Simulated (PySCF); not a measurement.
# S₃⁺: relaxation and vibrations of the quartet

The task is one start of a wider search on S₃⁺: the quartet, from a equilateral triangle start. It is relaxed, tested by its Hessian and followed downhill if it is a saddle.

Computed with PySCF 2.14.0. Level: PBE0, basis S def2-TZVP, no relativity, density fitting.

## 1. Starting geometry

3 atoms, charge 1, spin multiplicity 4.

Bond lengths: S1–S2 2.060 Å, S1–S3 2.060 Å, S2–S3 2.060 Å. Angles: S2–S1–S3 60.0°, S1–S2–S3 60.0°, S1–S3–S2 60.0°.

```xyz
3
charge 1 multiplicity 4
S     0.5947   -1.0300    0.0000
S    -1.1893    0.0000    0.0000
S     0.5947    1.0300    0.0000
```

## 2. Finding the electronic state

The steps below are one call of a driver around PySCF. For each, scf.py gives the equivalent set-up of the SCF; relaxations use the driver's own optimiser. After this first run the driver tries any further starts and a stability analysis.

File scf.py:

```python
from pyscf import gto, scf, dft
mol = gto.M(atom='''
S      0.594670    -1.029990     0.000000
S     -1.189340    -0.000000     0.000000
S      0.594670     1.030000     0.000000''',
    basis={'S': 'def2-TZVP'},
    charge=1, spin=3)
mf = dft.UKS(mol, xc='PBE0')
mf.grids.atom_grid = (50, 194)
aux = {'S': 'def2-universal-JKFIT'}
mf = mf.density_fit(auxbasis=aux)
mf.conv_tol = 1e-08
mf.diis_space = 10
mf.max_cycle = 60
mf.init_guess = 'minao'
mf.verbose = 4
mf.kernel()
```

Launch:

```console
$ OMP_NUM_THREADS=4 python axn.py task.json out
```

Output:

```text
init E= -1194.65635079079
[... the frontier-level lines of each cycle are left out ...]
cycle= 1 E= -1193.74789980273  delta_E= 0.908  |g|= 0.256  |ddm|= 1.56
cycle= 2 E= -1193.76171877134  delta_E= -0.0138  |g|= 0.234  |ddm|= 0.583
cycle= 3 E= -1193.787317059  delta_E= -0.0256  |g|= 0.0299  |ddm|= 0.206
cycle= 4 E= -1193.7878334355  delta_E= -0.000516  |g|= 0.00978  |ddm|= 0.0356
cycle= 5 E= -1193.78792755308  delta_E= -9.41e-05  |g|= 0.00267  |ddm|= 0.0147
cycle= 6 E= -1193.78793835682  delta_E= -1.08e-05  |g|= 0.000602  |ddm|= 0.00575
cycle= 7 E= -1193.78793907574  delta_E= -7.19e-07  |g|= 0.000123  |ddm|= 0.00164
cycle= 8 E= -1193.787939074  delta_E= 1.74e-09  |g|= 0.000187  |ddm|= 0.000356
cycle= 9 E= -1193.78793909624  delta_E= -2.22e-08  |g|= 1.04e-05  |ddm|= 0.000195
cycle= 10 E= -1193.78793909634  delta_E= -9.05e-11  |g|= 9.55e-07  |ddm|= 1.32e-05
Extra cycle  E= -1193.78793909634  delta_E= -4.55e-13  |g|= 5.34e-07  |ddm|= 1.39e-06
converged SCF energy = -1193.78793909634  <S^2> = 3.778419  2S+1 = 4.0141843
```

This step, with its further starts and checks, ran for 7.9 s (4 threads of Arm Neoverse V2, shared host).

The starts that the driver tried:

| start | energy (Eh) |
| --- | --- |
| the minimal-basis guess | -1193.787939 |
| a thermally smeared density | -1193.787939 |
| a smeared PBE density | -1193.787939 |

The test of internal stability and the other starts found no lower solution of this spin.

## 3. Relaxation: equilateral triangle start, quartet

The program finds D3h symmetry in the start, which this walk keeps.

scf.py: that of step 2 with these lines changed.

```diff
@@ -3,3 +3,3 @@
-S      0.594670    -1.029990     0.000000
-S     -1.189340    -0.000000     0.000000
-S      0.594670     1.030000     0.000000''',
+S      0.594670    -1.029996     0.000000
+S     -1.189338    -0.000002     0.000000
+S      0.594668     1.029998     0.000000''',
@@ -15 +14,0 @@
-mf.init_guess = 'minao'
```

Steps of the walk:

| step | energy (Eh) | change (kJ/mol) | largest symmetric gradient (Eh/bohr) |
| --- | --- | --- | --- |
| 0 | -1193.787939 | 0.00 | 0.03835 |
| 1 | -1193.792175 | -11.12 | 0.00474 |
| 2 | -1193.792252 | -11.32 | 0.00065 |
| 3 | -1193.792254 | -11.33 | 0.00001 |

The walk took 4.5 s.

End point (D3h, 3 steps, 11.3 kJ/mol gained): S–S 2.132 Å (×3); S–S–S 60.0° (×3).

## 4. Frequencies

On the finer grid the gradient is checked again; gradients at displacements of ±0.02 bohr then give force constants and infrared intensities.

scf.py: that of step 3 with these lines changed.

```diff
@@ -3,3 +3,3 @@
-S      0.594670    -1.029996     0.000000
-S     -1.189338    -0.000002     0.000000
-S      0.594668     1.029998     0.000000''',
+S      0.615531    -1.066127     0.000000
+S     -1.231058    -0.000002     0.000000
+S      0.615528     1.066129     0.000000''',
@@ -9 +9 @@
-mf.grids.atom_grid = (50, 194)
+mf.grids.atom_grid = (75, 302)
@@ -12 +12 @@
-mf.conv_tol = 1e-08
+mf.conv_tol = 1e-10
```

This SCF starts from the last density.

Log of the central SCF (cycles and frontier levels):

```text
init E= -1193.79229608781
[... the frontier-level lines of each cycle are left out ...]
cycle= 1 E= -1193.79229608779  delta_E= 2.09e-11  |g|= 6.69e-06  |ddm|= 9.49e-06
Extra cycle  E= -1193.79229608768  delta_E= 1.09e-10  |g|= 1.47e-05  |ddm|= 2.04e-05
converged SCF energy = -1193.79229608768  <S^2> = 3.7814662  2S+1 = 4.0157023
```

The whole step took 16 s.

Geometry: D3h; S–S 2.132 Å (×3); S–S–S 60.0° (×3).

Modes, for the most abundant isotopes:

```tsv
symmetry	ω (cm⁻¹)	IR (km/mol)	μ (u)
e'	425i	8.9	31.97
a1'	587	0.0	31.97
```

2 modes are imaginary, the largest at 425i cm⁻¹: a saddle point, not a minimum.

Constants and moments:

| Quantity | Value |
| --- | --- |
| Dipole moment about the centre of mass | 0.00 D |
| Highest occupied level | -11.62 eV |
| Lowest empty level | -10.67 eV |
| Rotational constants | 0.2319, 0.2319, 0.116 cm⁻¹ |
| Zero-point energy (real modes) | 3.5 kJ/mol |
| Principal polarisabilities | 26.7, 56.6, 56.6 bohr³ |
| Principal traceless quadrupole moments about the centre of mass | -5.89, 2.95, 2.95 D Å |
| Spin squared ⟨S²⟩ | 3.781 |

Charges (e) and bond orders:

```
atom  Mulliken  Löwdin  polar tensor  spin (Mulliken)  Mayer order to S1
  S1      0.33    0.33          0.33             1.00                  –
S2,3      0.33    0.33          0.33             1.00               1.15
```

Outer orbital energies (eV). α occupied: -25.87, -18.63, -18.51, -17.59, -17.59, -14.74, -14.74, -11.62; empty: -8.59, -8.59, -2.30, -1.63. β occupied: -170.04, -30.95, -24.34, -24.34, -17.97, -16.43, -16.43, -16.42; empty: -10.67, -10.67, -8.31, -7.81.

Mulliken populations on S1: s 5.93, p 9.54, d 0.17, f 0.01.

## 5. Leaving the saddle point

The start is the last point, displaced along its most imaginary mode.

The program finds Cs symmetry in the start, which this walk keeps. The walk stops when the largest gradient is under 0.0003 Eh/bohr and the energy has settled too.

scf.py: that of step 4 with these lines changed.

```diff
@@ -3,3 +3,3 @@
-S      0.615531    -1.066127     0.000000
-S     -1.231058    -0.000002     0.000000
-S      0.615528     1.066129     0.000000''',
+S      0.712388    -1.136970     0.000000
+S     -1.218135     0.119300     0.000000
+S      0.505747     1.017670    -0.000000''',
@@ -9 +9 @@
-mf.grids.atom_grid = (75, 302)
+mf.grids.atom_grid = (50, 194)
@@ -12 +12 @@
-mf.conv_tol = 1e-10
+mf.conv_tol = 1e-08
```

Steps of the walk:

| step | energy (Eh) | change (kJ/mol) | largest symmetric gradient (Eh/bohr) |
| --- | --- | --- | --- |
| 0 | -1193.799218 | 0.00 | 0.06243 |
| 1 | -1193.817504 | -48.01 | 0.01711 |
| 2 | -1193.820554 | -56.02 | 0.00995 |
| 3 | -1193.821158 | -57.60 | 0.00249 |
| 4 | -1193.821234 | -57.80 | 0.00046 |
| 5 | -1193.821235 | -57.81 | 0.00009 |

The walk took 8.3 s.

End point (C2v, 5 steps, 57.8 kJ/mol gained): S–S 2.007 Å (×2), S–S 2.637 Å; S–S–S 48.9° (×2), S–S–S 82.1°.

## 6. Vibrations and properties at this point

The same treatment as at the point before.

scf.py: that of step 5 with these lines changed.

```diff
@@ -3,3 +3,3 @@
-S      0.712388    -1.136970     0.000000
-S     -1.218135     0.119300     0.000000
-S      0.505747     1.017670    -0.000000''',
+S      0.880205    -1.103326     0.000000
+S     -1.391893     0.233932     0.000000
+S      0.511688     0.869395    -0.000000''',
@@ -9 +9 @@
-mf.grids.atom_grid = (50, 194)
+mf.grids.atom_grid = (75, 302)
@@ -12 +12 @@
-mf.conv_tol = 1e-08
+mf.conv_tol = 1e-10
```

Log of the central SCF (cycles and frontier levels):

```text
init E= -1193.82125143423
[... the frontier-level lines of each cycle are left out ...]
cycle= 1 E= -1193.82125143419  delta_E= 4.46e-11  |g|= 9.47e-06  |ddm|= 1.25e-05
Extra cycle  E= -1193.82125143396  delta_E= 2.25e-10  |g|= 2.06e-05  |ddm|= 2.7e-05
converged SCF energy = -1193.82125143396  <S^2> = 3.7646582  2S+1 = 4.0073224
```

The whole step ran for 22 s (4 threads of Arm Neoverse V2, shared host).

Geometry: C2v; S–S 2.007 Å (×2), S–S 2.636 Å; S–S–S 48.9° (×2), S–S–S 82.1°.

Harmonic modes (main isotopes):

```csv
symmetry,ω (cm⁻¹),IR (km/mol),μ (u)
a1,244,0.8,31.97
b2,479,9.1,31.97
a1,633,0.0,31.97
```

Every mode is real; the point is a minimum.

Constants and moments:

```yaml
Dipole_moment_about_the_centre_of_mass: 0.07 D
Highest_occupied_level: -13.79 eV
Lowest_empty_level: -11.18 eV
Rotational_constants: 0.3454, 0.1517, 0.1054 cm⁻¹
Zero-point_energy: 8.1 kJ/mol
Principal_polarisabilities: 27.0, 46.1, 73.9 bohr³
Principal_traceless_quadrupole_moments_about_the_centre_of_mass: -6.24, -0.33, 6.58 D Å
Entropy_at_298.15_K_and_1_bar_electronic_part_spin_only: 289.0 J/(mol K)
Heat_capacity_Cp_at_298.15_K: 50.1 J/(mol K)
Enthalpy_at_298.15_K_above_0_K: 12.22 kJ/mol
Rotational_symmetry_number: 2
Spin_squared_⟨S²⟩: 3.765
```

Populations by atom (charges in e):

| atom | Mulliken | Löwdin | polar tensor | spin (Mulliken) | Mayer order to S1 |
| --- | --- | --- | --- | --- | --- |
| S1 | 0.35 | 0.37 | 0.39 | 1.32 | – |
| S2 | 0.35 | 0.37 | 0.39 | 1.32 | 0.57 |
| S3 | 0.31 | 0.27 | 0.22 | 0.36 | 1.35 |

Outer orbital energies (eV). α occupied: -24.50, -18.68, -18.40, -18.35, -16.04, -15.65, -13.82, -13.79; empty: -8.01, -7.27, -1.97, -1.39. β occupied: -169.83, -30.68, -25.61, -23.09, -17.78, -17.68, -16.42, -14.72; empty: -11.18, -10.18, -9.91, -7.55.

Mulliken populations on S1: s 5.94, p 9.58, d 0.12, f 0.01.

## 7. All stationary points

| spin | group | bonds | imaginary modes (cm⁻¹) | ΔE (kJ/mol) | with zero-point energy |
| --- | --- | --- | --- | --- | --- |
| quartet | C2v | S–S 2.007 Å (×2), S–S 2.636 Å | none | 0.0 | 0.0 |
| quartet | D3h | S–S 2.132 Å (×3) | 425i, 425i | 76.0 | – |

## 8. Outcome

```
                                          quantity                                                         value
                                           minimum                                                  quartet, C2v
                                          geometry  S–S 2.007 Å (×2), S–S 2.636 Å; S–S–S 48.9° (×2), S–S–S 82.1°
                                wavenumbers (cm⁻¹)                                  244 (a1), 479 (b2), 633 (a1)
                    dipole moment (centre of mass)                                                        0.07 D
highest occupied, lowest empty level (either spin)                                             -13.79, -11.18 eV
                         polar-tensor charge of S1                                                       +0.39 e
                                 zero-point energy                                                    8.1 kJ/mol
                               entropy at 298.15 K                                               289.0 J/(mol K)
                                              ⟨S²⟩                                                         3.765
```

In words: The equilateral triangle start (D3h) ends in a minimum of C2v symmetry, after a stop at a second-order saddle point 76.0 kJ/mol higher, from which it was pushed off along an imaginary mode. The strongest infrared band lies at 479 cm⁻¹ (b2). Only this shape and spin were tried, so other structures or states may lie lower.

The search up to here took 60 s.
